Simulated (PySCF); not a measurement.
Bonds (- single, = double, # triple, : aromatic): C1#N2, N2-C3, C3-C4, C4-C5. C3 carries H6, H7; C4 carries H8, H9; C5 carries H10, H11, H12. Formal charges: C1 -1, N2 +1.

GIAO shifts from PySCF 2.14.0 with density-fitted response routines on PBE0-D3(BJ)/def2-TZVP geometries (one conformer, non-relativistic, equivalent nuclei averaged), against TMS at the same level and in the same medium; PCM means IEF-PCM chloroform.

Measured (solution, not stated per compound (mostly CDCl3 or CCl4); Pretsch, Buehlmann, Badertscher, Structure Determination of Organic Compounds, 4th ed. (2009)): C3 43.4, C4 22.9, C5 11.0 ppm.

Which unscaled values do B97-2/pcSseg-2, gas; WP04/pcSseg-2, PCM; wB97X-D/pcSseg-2, PCM give, and how close are they?

## Answers


| atoms | measured | B97-2/pcSseg-2, gas | WP04/pcSseg-2, PCM | wB97X-D/pcSseg-2, PCM |
| --- | --- | --- | --- | --- |
| C3 | 43.4 | 44.9 | 48.5 | 46.1 |
| C4 | 22.9 | 27.7 | 29.9 | 27.3 |
| C5 | 11.0 | 13.3 | 15.1 | 13.2 |

Mean absolute error for $^{13}$C: B97-2/pcSseg-2, gas 2.9, WP04/pcSseg-2, PCM 5.4, wB97X-D/pcSseg-2, PCM 3.1 ppm.
